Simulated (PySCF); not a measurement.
# What builds the electron affinity along the halogens

All values are computed (PySCF 2.14, energy differences of UHF-based or UKS calculations, no spin-orbit coupling). Each column adds one step, in eV (sums use unrounded values): valence MP2, valence CCSD, valence triples, then the next inner shell at CCSD(T) (F 1s, Cl 2s 2p, Br 3s 3p 3d, I 4s 4p 4d). References (photodetachment measurements) marked * lie between the lowest fine-structure levels; the others compare directly ((s) semi-empirical, (t) theoretical).

```tsv
element	UHF	+ MP2	+ CCSD	+ (T)	+ inner shell	sum	reference
F [Ne] → [He] 2s2 2p5 (aug-cc-pwCVDZ, non-relativistic)	1.285	2.265	-0.427	0.107	0.005	3.235	3.401
Cl [Ar] → [Ne] 3s2 3p5 (aug-cc-pwCVDZ, non-relativistic)	2.461	1.096	-0.193	0.055	-0.001	3.419	3.613 *
Br [Kr] → [Ar] 3d10 4s2 4p5 (aug-cc-pwCVDZ-PP with ECP10MDF, ECP)	2.417	0.917	-0.128	0.048	0.002	3.256	3.364 *
I [Xe] → [Kr] 4d10 5s2 5p5 (aug-cc-pwCVDZ-PP with ECP28MDF, ECP)	2.388	0.750	-0.091	0.038	0.004	3.090	3.059 *
```

Double-zeta sets recover only part of the correlation energy.

What remains against the references is mostly basis incompleteness and, for starred values, spin-orbit coupling.

What share of the correlation contribution for I comes from the inner shell?

The four steps add to 0.701 eV, of which the inner shell gives 0.004 eV, or 1 %.
